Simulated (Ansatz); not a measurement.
1,2-shift

Start structure (C2H5O, doublet), relaxed at PBE0-D4/def2-TZVP:

H1  (-0.571, -1.403, -0.247)
C2  (-0.107, -0.611, 0.375)
C3  (0.136, 0.653, -0.424)
O4  (-0.888, -0.477, 1.476)
H5  (0.842, -1.086, 0.694)
H6  (0.635, 1.403, 0.193)
H7  (-0.810, 1.072, -0.772)
H8  (0.764, 0.448, -1.294)
(Å)

The step: C₂H₅O ([CH3][CH2][O]) → C₂H₅O ([CH3][CH][OH]); bonds formed: H1–O4; bonds broken: H1–C2. Computed with Ansatz 0.2.0 (basis: def2-TZVPP and def2-QZVPP); correlated methods freeze the cores; orbitals are unrestricted. Extrapolation: Hartree–Fock as exp(−7.88 √X), correlation as X^−2.97. Energies below are by CCSD(T) at an estimated basis limit (MP2 extrapolated from triple and quadruple zeta, plus CCSD(T) − MP2 in triple zeta).

What are the electronic barrier and the energy of the step, from the start structure to the end structure? (Judge from chemistry; the value comes from the calculation.)

The calculation gives: Barrier 29.41 kcal/mol; step energy -11.70 kcal/mol (downhill); reverse barrier, their difference, 41.11 kcal/mol. Barrier and step energy count from the start structure, the reverse barrier from the end structure.

The saddle point: One imaginary mode of 1953i cm⁻¹.
| pair | start (Å) | saddle (Å) | end (Å) |
| --- | --- | --- | --- |
| H1–O4 | 1.98 | 1.21 | 0.96 |
| H1–C2 | 1.11 | 1.27 | 1.91 |

Zero-point energy (harmonic, PBE0-D4): ZPE is 40.40 kcal/mol at the start and 38.45 kcal/mol at the saddle, so the barrier goes from 29.41 to 27.46 kcal/mol.

First-order rate constant out of the start structure at 898 K by transition-state theory, with harmonic vibrational free energies alone and no tunnelling: ΔA‡ = 29.59 kcal/mol, so k = (kB T/h) exp(−ΔA‡/kB T) ≈ 10^6 s⁻¹ (an order of magnitude at best: rotation, the number of equivalent paths and anharmonicity are left out).

No T1 diagnostic of these runs exceeds 0.018. ⟨S²⟩ of the unrestricted Hartree–Fock references: 0.76 to 0.80 (a pure state has 0.75).

Labels in which every atom is bracketed show which atoms are joined, not bond orders.

For scale, one of the runs: CCSD(T)/def2-TZVPP, 163 basis functions (an equivalent command: `ansatz run in.yaml --threads 2`). Time: 54 s of wall clock on 2 CPU threads; the host was shared. Peak host memory: 3.5 GiB.
